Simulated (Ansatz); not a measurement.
Two isomers of C3H7NO: A = `C/C=C(\N)O`, B = `CNC(C)=O`.

Gas-phase electronic energies from Ansatz, PBE0-D4/def2-TZVP geometries. CBS: MP2 limit from def2 TZ/QZ plus the TZ coupled-cluster correction, frozen cores. Functionals use def2-TZVPP. B3LYP here is the variant with VWN-RPA as its local correlation; programs differ in this. One conformer a species, not always the lowest.

(1) Which is lower in electronic energy at CCSD(T)/CBS, and by how much? (An estimate is asked.)

(2) Give E(B) − E(A) in kJ/mol with B3LYP, CCSD(T)/def2-TZVPP, CCSD/def2-TZVPP, PBE0-D4, MP2/def2-TZVPP, B3LYP-D4, B2PLYP. (An estimate is asked.)

Largest T1 diagnostic: 0.014.

## Answers

(1) Computed: B, by 77.9 kJ/mol.

(2) Computed: B3LYP -87.7, CCSD(T)/def2-TZVPP -81.0, CCSD/def2-TZVPP -81.1, PBE0-D4 -83.5, MP2/def2-TZVPP -82.2, B3LYP-D4 -86.9, B2PLYP -87.9. None reverses the order clearly.

In def2-TZVPP, CCSD(T) changes the Hartree–Fock value by +15.7 kJ/mol (the triples alone add +0.1 kJ/mol) and MP2 by +14.5 kJ/mol.
